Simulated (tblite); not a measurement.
Compound: C3H5NO2.
Bonds: N1–C2, C2–O3 (double), C2–C4, C4–C5, C5–O6 (double). Hydrogens: H7, H8 on N1; H9, H10 on C4; H11 on C5.

Computed with GFN2-xTB (tblite), gas phase: Langevin dynamics at 300 K from the optimised GFN2-xTB geometry, time step 0.5 fs, friction 0.01 fs⁻¹, 2000 steps. The instantaneous temperature is 2·E(kin)/(3Nk) with all 3N coordinates.

```
t (fs)  T (K)  E(pot) above start (eV)  N1–C2 (Å)  C2=O3 (Å)  C2–C4 (Å)  C4–C5 (Å)  C5=O6 (Å)  N1–H7 (Å)  N1–C2–C4–C5 (°)
     0    263                    0.000      1.345      1.205      1.544      1.495      1.204      1.010              -56
    25    172                    0.196      1.374      1.203      1.516      1.493      1.211      1.040              -45
    50    226                    0.314      1.341      1.219      1.612      1.460      1.204      0.981              -43
    75    186                    0.218      1.334      1.203      1.492      1.467      1.194      1.025              -37
   100    136                    0.363      1.369      1.214      1.614      1.522      1.199      0.996              -37
   125    275                    0.244      1.339      1.209      1.532      1.458      1.195      1.031              -49
   150    343                    0.244      1.353      1.195      1.535      1.509      1.224      1.027              -54
   175    337                    0.190      1.334      1.215      1.546      1.527      1.195      0.993              -65
   200    282                    0.398      1.320      1.205      1.552      1.493      1.184      1.002              -63
   225    350                    0.307      1.324      1.196      1.576      1.502      1.238      1.020              -79
   250    314                    0.454      1.325      1.196      1.539      1.581      1.213      1.005              -81
   275    284                    0.450      1.343      1.200      1.609      1.483      1.166      0.989              -93
   300    308                    0.433      1.336      1.208      1.639      1.501      1.212      1.026              -83
   325    403                    0.318      1.340      1.199      1.489      1.493      1.204      0.998              -88
   350    306                    0.423      1.373      1.204      1.530      1.509      1.175      1.020              -79
   375    359                    0.301      1.397      1.215      1.525      1.490      1.202      0.995              -75
   400    300                    0.303      1.376      1.218      1.468      1.556      1.192      1.034              -71
   425    271                    0.326      1.394      1.197      1.542      1.539      1.198      0.980              -74
   450    284                    0.283      1.344      1.199      1.501      1.496      1.219      1.032              -69
   475    337                    0.339      1.351      1.221      1.577      1.464      1.189      1.029              -49
   500    333                    0.234      1.347      1.190      1.550      1.471      1.190      0.983              -50
   525    274                    0.336      1.337      1.205      1.597      1.501      1.238      1.040              -48
   550    284                    0.289      1.338      1.216      1.512      1.508      1.217      0.994              -44
   575    286                    0.336      1.344      1.195      1.566      1.527      1.177      1.027              -37
   600    292                    0.215      1.376      1.200      1.557      1.477      1.221      1.010              -54
   625    261                    0.292      1.331      1.242      1.503      1.481      1.212      1.042              -51
   650    347                    0.192      1.360      1.203      1.547      1.498      1.183      0.997              -56
   675    358                    0.230      1.370      1.207      1.566      1.479      1.212      1.032              -65
   700    215                    0.351      1.323      1.218      1.504      1.513      1.210      0.985              -76
   725    293                    0.294      1.340      1.195      1.585      1.515      1.195      1.010              -76
   750    327                    0.342      1.336      1.218      1.544      1.461      1.191      1.035              -82
   775    404                    0.390      1.324      1.204      1.592      1.464      1.222      0.986              -78
   800    442                    0.538      1.326      1.175      1.524      1.551      1.178      1.027              -72
   825    498                    0.614      1.346      1.221      1.489      1.516      1.219      1.018              -68
   850    458                    0.471      1.374      1.203      1.541      1.472      1.248      0.981              -62
   875    393                    0.728      1.369      1.184      1.566      1.472      1.160      1.059              -48
   900    363                    0.545      1.353      1.225      1.529      1.467      1.219      0.982              -45
   925    340                    0.513      1.384      1.212      1.534      1.475      1.223      1.026              -49
   950    388                    0.579      1.395      1.202      1.499      1.538      1.160      0.998              -38
   975    415                    0.548      1.375      1.222      1.528      1.494      1.228      1.037              -43
  1000    465                    0.500      1.375      1.220      1.510      1.516      1.209      0.991              -50
```

**Question.** From 500 fs on, how do temperature and potential energy compare with equipartition?

**Answer.** The mean temperature of these 21 frames is 354 K against the target 300 K, and the mean potential energy 0.41 eV against 27 × kT/2 = 0.35 eV for 27 classical harmonic modes. For 11 atoms in a canonical ensemble the temperature itself scatters by T·√(2/(3N)) = 74 K; here its standard deviation is 73 K. The whole run lasts only 10 friction times of 100 fs, so these averages carry a wide statistical error.

**Question.** What are the kinetic and total energies of the listed frame with the highest potential energy?

**Answer.** The one at 875 fs, 0.728 eV above the start. Its kinetic energy is 3NkT/2 = 0.559 eV at 393 K, so the sum is 1.29 eV; over the listed frames the sum runs from 0.37 to 1.32 eV, since the thermostat adds and removes energy.

**Question.** How much do the listed bonds fluctuate from 500 fs on?

**Answer.** 
```tsv
bond	at the start (Å)	mean (Å)	standard deviation (Å)
N1–C2	1.345	1.354	0.021
C2=O3	1.205	1.208	0.015
C2–C4	1.544	1.540	0.031
C4–C5	1.495	1.495	0.025
C5=O6	1.204	1.205	0.023
N1–H7	1.010	1.012	0.023
```

The motion is classical and holds no zero-point motion.

The cost below is that of the whole dynamics run. On Arm Neoverse N1, one thread, shared host with 32 logical CPUs at a one-minute load of 20, this took 10 s wall and 0.18 GiB of memory at its peak.
